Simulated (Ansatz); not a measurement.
Strength of the O–Mg bond: MgH(OH) → MgH + OH

Species: MgH(OH), singlet; MgH, doublet; OH, doublet. 

Shapes, held fixed at every level: PBE0-D4/def2-TZVP. Programs: Ansatz 0.2.0. The zero-point and thermal change to 298 K, harmonic and unscaled (PBE0-D4/def2-TZVP), is -10.5 kJ/mol.

(1) Estimate ΔH(298 K) of this reaction.

Results:

(1) The highest level, CCSD(T)/def2-TZVPP, gives ΔH(298 K) = +451.4 kJ/mol; the levels span +308.9 to +481.9. The column of differences is taken from that level and isn't an error. Hartree–Fock misses the correlation of the pair that is broken and comes out low. No measured value is set beside it here. Open shells run unrestricted unless RO is named. Correlated rows may include outer-core shells of Mg, which these sets cover unevenly.

| level | kind | ΔH(298 K) (kJ/mol) | less CCSD(T)/def2-TZVPP |
| --- | --- | --- | --- |
| HF/def2-TZVPP | Hartree–Fock | +308.9 | -142.5 |
| r2SCAN0-D4/def2-TZVPP | global hybrid | +431.6 | -19.8 |
| wB97M-V/def2-TZVPP | range-separated hybrid | +468.0 | +16.6 |
| wB97X-V/def2-TZVPP | range-separated hybrid | +462.1 | +10.7 |
| MP2/def2-SVP | perturbation theory | +468.2 | +16.8 |
| MP2/def2-TZVPP | perturbation theory | +481.9 | +30.5 |
| CCSD(T)/def2-TZVPP | coupled cluster or CI | +451.4 | 0.0 |
